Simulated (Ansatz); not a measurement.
`C=C(C)CCC` + `COC=O` → `COC(C)=O` + `C=CCCC`  (formal exchange of groups at a C–C bond)

Program: Ansatz. Geometries: PBE0-D4/def2-TZVP. ΔE: electronic, gas phase. CCSD(T)/CBS is the MP2 limit (def2-TZVPP, def2-QZVPP) plus CCSD(T) − MP2 in def2-TZVPP, frozen cores. Functionals use def2-TZVPP. B3LYP here is the variant with VWN-RPA as its local correlation; programs differ in this. HSE06 is defined as in plane-wave codes. Each species was taken in one conformer, which may not be the lowest.

| level | ΔE (kJ/mol) | difference from CCSD(T)/CBS |
| --- | --- | --- |
| LDA (SPW92) | -14.6 | 1.3 |
| PBE-D4 | -14.0 | 1.9 |
| revPBE-D4 | -11.6 | 4.3 |
| BLYP-D4 | -13.6 | 2.3 |
| r2SCAN-D4 | -17.7 | -1.8 |
| B97M-V | -17.3 | -1.4 |
| PBE0-D4 | -16.4 | -0.5 |
| B3LYP-D4 | -16.1 | -0.2 |
| r2SCANh-D4 | -18.2 | -2.3 |
| r2SCAN0-D4 | -18.8 | -2.9 |
| HSE06-D4 | -16.4 | -0.5 |
| BHLYP-D4 | -19.1 | -3.2 |
| CAM-B3LYP-D4 | -18.4 | -2.5 |
| ωB97X-V | -17.8 | -1.9 |
| ωB97M-V | -17.6 | -1.7 |
| B2PLYP | -17.5 | -1.6 |
| PBE | -16.9 | -1.0 |
| revPBE | -18.5 | -2.6 |
| BLYP | -19.4 | -3.5 |
| r2SCAN | -18.6 | -2.7 |
| PBE0 | -18.9 | -3.0 |
| r2SCAN0 | -19.8 | -3.9 |
| HSE06 | -18.8 | -2.9 |
| BHLYP | -22.4 | -6.5 |
| CAM-B3LYP | -21.1 | -5.2 |
| LC-ωPBE | -20.4 | -4.5 |
| HF/def2-SVP | -26.3 | -10.4 |
| CCSD/def2-SVP | -15.6 | 0.3 |
| CCSD(T)/def2-SVP | -14.0 | 1.9 |
| HF/def2-TZVPP | -26.7 | -10.8 |
| MP2/def2-TZVPP | -11.6 | 4.3 |
| SCS-MP2/def2-TZVPP | -13.6 | 2.3 |
| CCSD/def2-TZVPP | -16.7 | -0.8 |
| CCSD(T)/def2-TZVPP | -14.8 | 1.1 |
| HF/def2-QZVPP | -26.8 | -10.9 |
| MP2/def2-QZVPP | -12.3 | 3.6 |
| SCS-MP2/def2-QZVPP | -14.2 | 1.7 |
| HF/CBS(def2) | -26.8 | -10.9 |
| MP2/CBS(def2) | -12.7 | 3.2 |
| CCSD/CBS(def2) | -17.7 | -1.8 |
| CCSD(T)/CBS | -15.9 | 0 |

Largest T1 diagnostic among the species: 0.015.

The D4 term adds +4.5 kJ/mol with B3LYP and +2.6 kJ/mol with PBE0; it sums over pairs of atoms, weighted by their polarisabilities, and B3LYP, whose exchange is more repulsive, gets the larger term. Leaving LDA and LC-ωPBE aside and taking each functional with its dispersion term where it has one, the values spread over 7.5 kJ/mol, from BHLYP-D4 to revPBE-D4.
